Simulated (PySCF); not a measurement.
**BH3S (SMILES BS): BCCD(T)/STO-6G**

Aim: the energy change on altering one bond length of BH3S at BCCD(T)/STO-6G, from 2 runs. The job is set up through a Python script.

Program for the calculation: PySCF 2.14.0.

11 further runs of the same task are left out: 11 set aside as unsound or not needed.

### Step 1. The system as given

BH3S: 5 atoms, total charge 0, spin state singlet. SMILES: `BS`. The shape is that of a PBE0-D4/def2-TZVP optimisation.

Bond lengths: B1–S2 1.765 Å, B1–H3 1.192 Å, B1–H4 1.190 Å, S2–H5 1.344 Å. Angles: B1–S2–H5 99.2°, S2–B1–H3 115.8°, S2–B1–H4 121.4°, H3–B1–H4 122.7°.

### Step 2. A single-point energy at BCCD(T)/STO-6G

job.py

```python
from pyscf import gto, scf, cc
from pyscf.cc.bccd import bccd_kernel_

mol = gto.Mole()
mol.atom = '''
B     -0.392100    -0.421000     0.088100
S      0.161700     1.236900    -0.154300
H     -1.562900    -0.556400     0.264200
H      0.367100    -1.337600     0.074200
H      1.476100     1.004400    -0.313600
'''
mol.basis = 'sto-6g'
mol.verbose = 3
mol.charge = 0
mol.max_memory = 1860
mol.build()

mf = scf.RHF(mol)
mf.conv_tol = 1e-10
mf.kernel()
if not mf.converged:
    mf = mf.newton().run(mf.mo_coeff, mf.mo_occ)

mycc = cc.CCSD(mf, frozen=6).run()
mycc = bccd_kernel_(mycc, diis=True)
e_t = mycc.ccsd_t()
e_final = mycc.e_tot + e_t
print(f'total energy: {e_final:.8f} hartree')
```

Launch:

```console
$ OMP_NUM_THREADS=1 python job.py
```

Output:

```text
converged SCF energy = -422.551082060016
E(CCSD) = -422.6448932757098  E_corr = -0.09381121569353078
BCCD loop starts.

[... 21 lines left out ...]
CCSD converged
[... 22 lines left out ...]
CCSD converged
[... 21 lines left out ...]
CCSD converged
[... 3 lines left out ...]
******** <class 'pyscf.cc.ccsd.CCSD'> ********
CC2 = 0
CCSD nocc = 6, nmo = 11
frozen orbitals 6
max_cycle = 50
direct = 0
conv_tol = 1e-07
conv_tol_normt = 1e-05
diis_space = 6
diis_start_cycle = 0
diis_start_energy_diff = 1e+09
Init E_corr(CCSD) = -0.0979436993039399
cycle = 1  E_corr(CCSD) = -0.0979435808475005  dE = 1.18456439e-07  norm(t1,t2) = 1.73804e-05
cycle = 2  E_corr(CCSD) = -0.0979436652962899  dE = -8.44487895e-08  norm(t1,t2) = 3.64481e-06
CCSD converged
E(CCSD) = -422.6441096334701  E_corr = -0.09794366529628994
BCC iter:    3  E:    -422.644109633470  dE:   -5.851e-08  |t1|:    2.483e-06
CCSD(T) correction = -0.00291344554318256
total energy: -422.64702308 hartree
```

Run time: 0.8 s. Hardware: 1 thread of Arm Neoverse V2, shared host; peak memory 0.1 GiB.

### Step 3. The distorted shape

run.py

```python
from pyscf import gto, scf, cc
from pyscf.cc.bccd import bccd_kernel_

system = gto.M(
    atom='''
B      1.715318    -0.177283    -0.228877
S      2.269118     1.480617    -0.471277
H     -1.562900    -0.556400     0.264200
H      2.474518    -1.093883    -0.242777
H      3.583518     1.248117    -0.630577
''',
    basis='sto-6g',
    verbose=3,
    max_memory=1860,
    spin=0,
)

mf = scf.RHF(system)
mf.conv_tol = 1e-10
mf.kernel()
if not mf.converged:
    mf = mf.newton().run(mf.mo_coeff, mf.mo_occ)

mycc = cc.CCSD(mf, frozen=6).run()
mycc = bccd_kernel_(mycc, diis=True)
e_t = mycc.ccsd_t()
etot = mycc.e_tot + e_t
print(f'total energy: {etot:.8f} hartree')
```

Launch:

```console
$ OMP_NUM_THREADS=1 python run.py
```

Output:

```text
converged SCF energy = -422.141216359908
E(CCSD) = -422.4325761503327  E_corr = -0.2913597904242835
BCCD loop starts.

[... 29 lines left out ...]
CCSD converged
[... 29 lines left out ...]
CCSD converged
[... 24 lines left out ...]
CCSD converged
[... 24 lines left out ...]
CCSD converged
[... 3 lines left out ...]
******** <class 'pyscf.cc.ccsd.CCSD'> ********
CC2 = 0
CCSD nocc = 6, nmo = 11
frozen orbitals 6
max_cycle = 50
direct = 0
conv_tol = 1e-07
conv_tol_normt = 1e-05
diis_space = 6
diis_start_cycle = 0
diis_start_energy_diff = 1e+09
Init E_corr(CCSD) = -0.303557431698018
cycle = 1  E_corr(CCSD) = -0.303559519414781  dE = -2.08771676e-06  norm(t1,t2) = 3.50058e-05
cycle = 2  E_corr(CCSD) = -0.303554141954255  dE = 5.37746053e-06  norm(t1,t2) = 3.41831e-05
cycle = 3  E_corr(CCSD) = -0.30355770703221  dE = -3.56507795e-06  norm(t1,t2) = 5.19039e-05
cycle = 4  E_corr(CCSD) = -0.30355761363124  dE = 9.34009705e-08  norm(t1,t2) = 1.40342e-06
CCSD converged
E(CCSD) = -422.4322937237835  E_corr = -0.3035576136312395
BCC iter:    4  E:    -422.432293723783  dE:   -3.934e-07  |t1|:    1.471e-06
CCSD(T) correction = -0.00915890336310898
total energy: -422.44145263 hartree
```

Run time: 0.92 s. Hardware: 1 thread of Arm Neoverse V2, shared host; peak memory 0.1 GiB.

### Step 4. Outcome

At BCCD(T)/STO-6G, 6 core orbitals frozen:

| quantity | value |
| --- | --- |
| first shape: total energy | -422.64702 Eh |
| first shape: correlation energy (6 core orbitals frozen) | -95.9 mEh |
| first shape: (T) correction | -2.91 mEh |
| distorted shape: total energy | -422.44145 Eh |
| distorted shape: correlation energy (6 core orbitals frozen) | -300.2 mEh |
| distorted shape: (T) correction | -9.16 mEh |
| energy change with the B1–H3 bond stretched from 1.192 to 3.337 Å | 5.594 eV |

In words: With the B1–H3 bond stretched from 1.192 to 3.337 Å the energy rises by 5.59 eV (540 kJ/mol). The first shape isn't relaxed at this level, so the change isn't measured from a minimum. A restricted reference can't describe the breaking bond well at this length. The minimal basis adds a large error of its own. The triples (first shape) make up 3.0 % of the correlation energy. The triples (distorted shape) make up 3.1 % of the correlation energy.
